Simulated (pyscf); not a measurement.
**Hydrogen shift: `[CH2]=[CH][Cl]` → `[CH3][C][Cl]` [singlet]**

Gas phase, singlet surface, charge 0. Bonds broken: C2–H6. Bonds formed: C1–H6. Structures and frequencies: ωB97X-D3(BJ)/def2-SVP in PySCF. MP2 and CC: frozen core, UHF for open shells. ΔMP2 is the change of the MP2 total energy from the triple- to the quadruple-zeta basis.

Transition state (Å):

```xyz
6

C     -1.5267     0.0187     0.0332
C     -0.3435    -0.0098    -0.6997
Cl     0.6843    -1.3467    -0.2197
H     -2.2552     0.8010    -0.2173
H     -1.8353    -0.7480     0.7655
H     -0.5277     0.8440     0.2647
```

One imaginary mode, 1214i cm⁻¹; descent along it reached the two sides named.

```tsv
bond	change	reactant side (Å)	saddle	product side
C2–H6	breaks	1.093	1.301	2.033
C1–H6	forms	2.137	1.316	1.110
```

Electronic energies relative to the reactant's lowest minimum found (kcal/mol):

```csv
level,barrier,reaction energy,reverse barrier
ωB97X-D3(BJ)/def2-TZVP,70.2,+56.4,13.8
PBE/def2-TZVP,67.7,+56.9,10.8
r²SCAN/def2-TZVP,69.1,+57.4,11.8
B3LYP-D3(BJ)/def2-TZVP,71.0,+57.1,13.9
PBE0-D3(BJ)/def2-TZVP,69.5,+57.7,11.8
M06-2X/def2-TZVP,70.2,+58.3,11.9
ωB97M-D3(BJ)/def2-TZVP,69.1,+56.0,13.1
HF/def2-TZVP,73.0,+52.8,20.3
MP2/def2-QZVPP,72.6,+62.0,10.5
CCSD/def2-TZVPP,72.1,+57.2,15.0
CCSD(T)/def2-TZVPP,71.5,+57.4,14.1
CCSD(T)/def2-TZVPP + ΔMP2(QZVPP),71.2,+57.4,13.8
```

With CCSD(T)/def2-TZVPP + ΔMP2(QZVPP) energies and thermal terms (ideal gas, 1 atm, RRHO with modes under 100 cm⁻¹ raised to 100, one conformer, R ln 2 for chiral ones without a mode under 150 cm⁻¹), in kcal/mol:

| T (K) | ΔH‡ | ΔG‡ | ΔH | ΔG |
|---|---|---|---|---|
| 298 | 67.9 | 67.5 | +56.1 | +55.3 |
| 600 | 67.7 | 67.2 | +56.3 | +54.4 |
| 900 | 67.4 | 67.1 | +56.5 | +53.4 |
| 1200 | 67.1 | 67.0 | +56.6 | +52.4 |

One saddle was located; it need not be the lowest between these sides. A restricted singlet here is unstable towards spin polarisation, as is usual where a triplet lies low; its energy is less safe. The CCSD(T) − MP2 part came from Ansatz, without density fitting, on the same reference.
